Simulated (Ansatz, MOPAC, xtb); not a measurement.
Energy landscape of H₆, lowest triplet found (which spin is the ground state isn't settled by this scan): linear chain of 6 equally spaced H atoms, symmetric stretch. Scanned: H-H spacing.

- GFN1-xTB (xtb)
- AM1, unrestricted, heats of formation (MOPAC)
- PM3, unrestricted, heats of formation (MOPAC)
- FCI/aug-cc-pVDZ = full CI/aug-cc-pVDZ, frozen core (Ansatz, a first-principles code)

Energies relative to the lowest point of each profile, in kJ/mol; the last columns give the difference from FCI:

```json
[
 {"r / Å": "0.63", "GFN1-xTB": "—", "AM1": "448.7", "PM3": "—", "FCI/aug-cc-pVDZ": "975.2", "GFN1-xTB − FCI/aug-cc-pVDZ": "—", "AM1 − FCI/aug-cc-pVDZ": "-526.5", "PM3 − FCI/aug-cc-pVDZ": "—"},
 {"r / Å": "0.70", "GFN1-xTB": "—", "AM1": "208.9", "PM3": "—", "FCI/aug-cc-pVDZ": "589.6", "GFN1-xTB − FCI/aug-cc-pVDZ": "—", "AM1 − FCI/aug-cc-pVDZ": "-380.6", "PM3 − FCI/aug-cc-pVDZ": "—"},
 {"r / Å": "0.77", "GFN1-xTB": "—", "AM1": "69.9", "PM3": "—", "FCI/aug-cc-pVDZ": "330.6", "GFN1-xTB − FCI/aug-cc-pVDZ": "—", "AM1 − FCI/aug-cc-pVDZ": "-260.8", "PM3 − FCI/aug-cc-pVDZ": "—"},
 {"r / Å": "0.84", "GFN1-xTB": "216.8", "AM1": "7.5", "PM3": "0.0", "FCI/aug-cc-pVDZ": "162.2", "GFN1-xTB − FCI/aug-cc-pVDZ": "54.6", "AM1 − FCI/aug-cc-pVDZ": "-154.7", "PM3 − FCI/aug-cc-pVDZ": "-162.2"},
 {"r / Å": "0.90", "GFN1-xTB": "117.6", "AM1": "0.0", "PM3": "11.5", "FCI/aug-cc-pVDZ": "73.0", "GFN1-xTB − FCI/aug-cc-pVDZ": "44.6", "AM1 − FCI/aug-cc-pVDZ": "-73.0", "PM3 − FCI/aug-cc-pVDZ": "-61.5"},
 {"r / Å": "0.96", "GFN1-xTB": "52.6", "AM1": "23.1", "PM3": "57.6", "FCI/aug-cc-pVDZ": "22.5", "GFN1-xTB − FCI/aug-cc-pVDZ": "30.1", "AM1 − FCI/aug-cc-pVDZ": "0.6", "PM3 − FCI/aug-cc-pVDZ": "35.1"},
 {"r / Å": "1.03", "GFN1-xTB": "11.6", "AM1": "75.9", "PM3": "133.5", "FCI/aug-cc-pVDZ": "0.0", "GFN1-xTB − FCI/aug-cc-pVDZ": "11.6", "AM1 − FCI/aug-cc-pVDZ": "75.9", "PM3 − FCI/aug-cc-pVDZ": "133.5"},
 {"r / Å": "1.12", "GFN1-xTB": "0.0", "AM1": "167.0", "PM3": "244.7", "FCI/aug-cc-pVDZ": "10.8", "GFN1-xTB − FCI/aug-cc-pVDZ": "-10.8", "AM1 − FCI/aug-cc-pVDZ": "156.3", "PM3 − FCI/aug-cc-pVDZ": "233.9"},
 {"r / Å": "1.23", "GFN1-xTB": "27.8", "AM1": "291.0", "PM3": "382.2", "FCI/aug-cc-pVDZ": "61.1", "GFN1-xTB − FCI/aug-cc-pVDZ": "-33.3", "AM1 − FCI/aug-cc-pVDZ": "230.0", "PM3 − FCI/aug-cc-pVDZ": "321.1"},
 {"r / Å": "1.35", "GFN1-xTB": "89.4", "AM1": "420.5", "PM3": "514.3", "FCI/aug-cc-pVDZ": "139.3", "GFN1-xTB − FCI/aug-cc-pVDZ": "-49.9", "AM1 − FCI/aug-cc-pVDZ": "281.2", "PM3 − FCI/aug-cc-pVDZ": "375.0"},
 {"r / Å": "1.53", "GFN1-xTB": "212.0", "AM1": "574.4", "PM3": "666.3", "FCI/aug-cc-pVDZ": "267.8", "GFN1-xTB − FCI/aug-cc-pVDZ": "-55.8", "AM1 − FCI/aug-cc-pVDZ": "306.6", "PM3 − FCI/aug-cc-pVDZ": "398.6"},
 {"r / Å": "1.71", "GFN1-xTB": "346.1", "AM1": "673.9", "PM3": "791.8", "FCI/aug-cc-pVDZ": "384.2", "GFN1-xTB − FCI/aug-cc-pVDZ": "-38.0", "AM1 − FCI/aug-cc-pVDZ": "289.8", "PM3 − FCI/aug-cc-pVDZ": "407.7"},
 {"r / Å": "1.98", "GFN1-xTB": "538.2", "AM1": "—", "PM3": "941.8", "FCI/aug-cc-pVDZ": "512.4", "GFN1-xTB − FCI/aug-cc-pVDZ": "25.7", "AM1 − FCI/aug-cc-pVDZ": "—", "PM3 − FCI/aug-cc-pVDZ": "429.3"},
 {"r / Å": "2.25", "GFN1-xTB": "701.0", "AM1": "—", "PM3": "—", "FCI/aug-cc-pVDZ": "586.5", "GFN1-xTB − FCI/aug-cc-pVDZ": "114.5", "AM1 − FCI/aug-cc-pVDZ": "—", "PM3 − FCI/aug-cc-pVDZ": "—"},
 {"r / Å": "2.61", "GFN1-xTB": "863.4", "AM1": "—", "PM3": "—", "FCI/aug-cc-pVDZ": "631.6", "GFN1-xTB − FCI/aug-cc-pVDZ": "231.8", "AM1 − FCI/aug-cc-pVDZ": "—", "PM3 − FCI/aug-cc-pVDZ": "—"},
 {"r / Å": "3.06", "GFN1-xTB": "987.1", "AM1": "—", "PM3": "—", "FCI/aug-cc-pVDZ": "650.2", "GFN1-xTB − FCI/aug-cc-pVDZ": "336.9", "AM1 − FCI/aug-cc-pVDZ": "—", "PM3 − FCI/aug-cc-pVDZ": "—"}
]
```

GFN1-xTB is furthest from FCI/aug-cc-pVDZ at 3.06 (336.9 kJ/mol, above); its mean absolute difference over the points is 79.8 kJ/mol.

AM1 is furthest from FCI/aug-cc-pVDZ at 0.63 (-526.5 kJ/mol, below); its mean absolute difference over the points is 228.0 kJ/mol.

PM3 is furthest from FCI/aug-cc-pVDZ at 1.98 (429.3 kJ/mol, above); its mean absolute difference over the points is 255.8 kJ/mol.

A dash means that the run gave no value there, or that the column was ended at a point which the program doubted or which failed a test of continuity chosen for this set; such a test can also cut sound points.
